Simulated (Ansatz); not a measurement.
Mulliken charges of CH6Al2, SMILES `[AlH2][CH2][AlH2]` from r2SCAN/def2-TZVPP in Ansatz (PBE0-D4/def2-TZVP geometry).

```
atom   x (Å)   y (Å)   z (Å)  charge (e)
 Al1  -0.769   0.897  -1.196       0.485
  C2   0.680   0.066  -0.218      -0.513
 Al3   0.253  -0.964   1.365       0.485
  H4  -1.507   0.101  -2.356      -0.164
  H5  -1.244   2.366  -0.819      -0.164
  H6   1.190  -0.612  -0.914       0.098
  H7   1.360   0.869   0.094       0.098
  H8  -0.065  -2.516   1.243      -0.164
  H9   0.190  -0.253   2.784      -0.164
```

By hand: the dipole of these point charges (1 e Å = 4.8032 D).

Σ q r = (0.081, 0.008, -0.026) e Å, of length 0.085 e Å = 0.41 D.

How does the dipole of the full density compare? (Estimate.)

The calculation gave: (0.227, 0.024, -0.073) e Å, 1.15 D; the point charges give 0.36 times that, at 0° from its direction.

Point charges leave out the atoms' own dipoles, such as those of lone pairs, and Mulliken's split depends on the basis, so the two needn't agree.
